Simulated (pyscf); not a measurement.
`[CH3][Au]` + `[SiH4]` -> `[CH3][SiH3]` + `[AuH]` (four-centre exchange; singlet surface; Au–C, H–Si broken, C–Si, Au–H formed). Optimised with ωB97X-D3(BJ)/def2-SVP in PySCF. Energies in kJ/mol from the separated reactants.

```
level                   barrier  reaction energy
----------------------  -------  ---------------
ωB97X-D3(BJ)/def2-TZVP      ___              ___
PBE/def2-TZVP             226.7            -26.4
PBE0-D3(BJ)/def2-TZVP     237.1            -32.1
M06-2X/def2-TZVP            ___            -35.1
ωB97M-D3(BJ)/def2-TZVP    254.5            -37.9
HF/def2-TZVP              319.9            -40.9
```

### Question
Some entries are withheld; supply them.

### Answer

- ωB97X-D3(BJ)/def2-TZVP, barrier: 257.0
- ωB97X-D3(BJ)/def2-TZVP, reaction energy: -31.4
- M06-2X/def2-TZVP, barrier: 253.3

The functionals in the table span 30.2 kJ/mol in this barrier, from PBE to ωB97X-D3(BJ). On the reactant side the descent ends in a complex (not fully relaxed), 17.2 kJ/mol under the separated species and 274.2 kJ/mol under the saddle at ωB97X-D3(BJ)/def2-TZVP. On the product side the descent ends in an adduct with a Au–Si, Au–H contact (not fully relaxed), 104.1 kJ/mol under the separated species and 392.5 kJ/mol under the saddle at ωB97X-D3(BJ)/def2-TZVP. The reactants may also form a dative adduct at H₃C–Au; it and routes through it were not searched. This is the saddle that the search found; another between the same sides may lie lower. Elements past Kr carry the def2 core potentials, without spin-orbit coupling.
